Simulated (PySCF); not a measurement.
**Functional dependence of a UV spectrum**

C5H6.
Atom-mapped SMILES: `[CH:1]#[C:2]/[CH:3]=[CH:4]/[CH3:5]` (hydrogens: H6 on C1; H7 on C3; H8 on C4; H9, H10, H11 on C5)

Linear-response calculations in the def2-SVPD basis (PySCF; singlets by full response, triplets Tamm–Dancoff, core orbitals frozen in the response; HF means time-dependent Hartree–Fock). 'Strongest' is the level of largest summed f among the singlets computed (10 roots, of which the last may lack a degenerate partner); it can jump between rows when another state enters that window. S1 is the lowest singlet of each run and needn't be the same state throughout; f(S1) is that of one state. Isolated species at its PBE0-D3(BJ)/def2-SVP geometry, gas phase.

| functional | kind | S1 (eV) | f(S1) | strongest (eV) | T1 (eV) | HOMO (eV) | gap (eV) | ionisation energy, ΔSCF (eV) |
| --- | --- | --- | --- | --- | --- | --- | --- | --- |
| LDA | LDA | 4.98 | 0.000 | 5.30 | 3.52 | -5.96 | 4.04 | 8.99 |
| PBE | GGA | 5.00 | 0.000 | 5.31 | 3.34 | -5.78 | 4.08 | 8.76 |
| B3LYP | global hybrid, 20% exact exchange | 5.30 | 0.000 | 7.33 | 3.38 | -6.60 | 5.63 | 8.84 |
| PBE0 | global hybrid, 25% exact exchange | 5.39 | 0.000 | 7.46 | 3.32 | -6.81 | 6.05 | 8.83 |
| BHandHLYP | global hybrid, 50% exact exchange | 5.59 | 0.000 | 7.46 | 3.32 | -7.70 | 8.00 | 8.72 |
| wB97X-D | range-separated hybrid | 5.57 | 0.000 | 7.50 | 3.48 | -8.58 | 9.58 | 8.87 |
| LC-wPBE | range-separated hybrid | 5.78 | 0.000 | 7.62 | 3.34 | -9.39 | 10.85 | 9.03 |
| HF | Hartree–Fock | 5.58 | 0.000 | 7.47 | 2.96 | -9.02 | 11.74 | not settled |

Problem. What does CAM-B3LYP (range-separated hybrid) give?

Solution. S1 (eV) 5.55, f(S1) 0.000, strongest (eV) 7.45, T1 (eV) 3.40, HOMO (eV) -8.05, gap (eV) 8.40, ionisation energy, ΔSCF (eV) 8.92. S1 runs from 4.98 eV (LDA) to 5.78 eV (LC-wPBE), a spread of 0.79 eV, while the orbital gap spreads over 7.7 eV. −ε(HOMO) comes closest to its own ΔSCF ionisation energy with wB97X-D (-0.29 eV) and misses most with LDA (-3.04 eV). 'Not settled' means that the ion's SCF failed to converge or may have ended in another state than the lowest.
